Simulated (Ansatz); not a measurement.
# Basis-set limit of AlBHCl, singlet

```xyz
4

Al    0.0000   -0.1681    1.6992
B     0.0000    1.1073   -0.1084
Cl    0.0000   -0.2715   -1.2415
H     0.0000    2.1713   -0.6548
```

Connectivity, by distances: Al–BH–Cl.

Ansatz 0.2.0, RHF determinant, valence electrons correlated. Energies in eV.

```tsv
set	X	functions	Hartree–Fock	MP2 correlation	CCSD(T) correlation	time
def2-TZVPP	3	129	-19773.9683	-9.1887	-10.7373	6.5 s on 1 thread of Arm Neoverse V1 (shared host)
def2-QZVPP	4	227	-19774.5121	-10.0044	-11.5033	6.1 min on 1 thread of Arm Neoverse V1 (shared host)
```

Hartree–Fock is taken to follow E(X) = E∞ + A·exp(−7.88·√X), correlation E(X) = E∞ + B·X^−2.97.

Cautions: higher spins were not checked; restricted determinant unstable towards unrestricted.

Problem. Work out the CCSD(T) energy at the limit, and how far the shortcut misses it that extrapolates MP2 and adds CCSD(T) minus MP2 from the smaller set.

Solution. Hartree–Fock: E∞ = E4 + 0.1377·(E4 − E3) = -19774.5870. Correlation: E∞ = E4 + 0.7407·(E4 − E3) = -12.0707 for CCSD(T) and -10.6086 for MP2. The limit is -19786.6577 eV, 0.642 eV below def2-QZVPP. The shortcut gives a correlation energy of -10.6086 + (-1.5486) = -12.1572, 86 meV lower than the direct value.

Past Ne part of the Hartree–Fock step between the two sets comes from the cores, which don't follow the formula, so the 75 meV that it adds to the total can overshoot; that part largely cancels in differences.
